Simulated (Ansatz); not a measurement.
`C[C@@H](F)[C@H](F)Cl` + H₂ → `CC(F)CF` + HCl at 298.15 K and 1 bar (hydrogenolysis of a C–Cl bond).

Isolated molecules relaxed with PBE0-D4/def2-TZVP in Ansatz; ΔE leaves out vibrations. CCSD(T)/CBS is the MP2 limit (def2-TZVPP, def2-QZVPP) plus CCSD(T) − MP2 in def2-TZVPP, frozen cores. This one scheme is used for every species. Each species was taken in one conformer, which may not be the lowest.

```json
{"species": "`C[C@@H](F)[C@H](F)Cl`", "CCSD(T)/CBS energy (Eh)": "-776.52446", "H − E (kJ/mol)": "229.3", "S (J/(mol·K))": "340.7"}
{"species": "H₂", "CCSD(T)/CBS energy (Eh)": "-1.17544", "H − E (kJ/mol)": "35.1", "S (J/(mol·K))": "130.4"}
{"species": "`CC(F)CF`", "CCSD(T)/CBS energy (Eh)": "-317.34651", "H − E (kJ/mol)": "251.2", "S (J/(mol·K))": "313.5"}
{"species": "HCl", "CCSD(T)/CBS energy (Eh)": "-460.38127", "H − E (kJ/mol)": "26.6", "S (J/(mol·K))": "186.8"}
```

H − E and S are ideal-gas, rigid-rotor, harmonic terms from PBE0-D4/def2-TZVP, for one conformer and one mirror image of each species. For small species the MP2-based limit differs from directly extrapolated CCSD(T) by up to some mEh (0.8 for H₂); such offsets cancel only in part. 1 Eh = 2625.50 kJ/mol, R = 8.31446 J/(mol·K).

Question: By hand: ΔE, ΔH, ΔS and ΔG.

Answer: ΔE = (-317.34651) + (-460.38127) − (-776.52446) − (-1.17544) = -0.02788 Eh = -73.2 kJ/mol. Δ(H − E) = 251.2 + 26.6 − 229.3 − 35.1 = 13.4, so ΔH = -59.8 kJ/mol. ΔS = 313.5 + 186.8 − 340.7 − 130.4 = 29.2 J/(mol·K). ΔG = -59.8 − 298.15 × (29.2)/1000 = -68.5 kJ/mol.

Question: By hand: the equilibrium constant, and the temperature at which ΔG would vanish if ΔH and ΔS stayed fixed.

Answer: log₁₀ K = −ΔG/(RT ln 10) = 12.0. ΔH and −TΔS have one sign here, so there is no such temperature.

ΔH outweighs TΔS. A doubt of 5 kJ/mol in ΔE shifts log₁₀ K by 0.9 here. Other conformers and mirror images would add mixing entropy, several J/(mol·K) or more a flexible species. These are equilibria of isolated gas molecules and say nothing of rates. Largest T1 diagnostic: 0.011 (customary marks: 0.02 for closed shells, 0.045 for open ones).
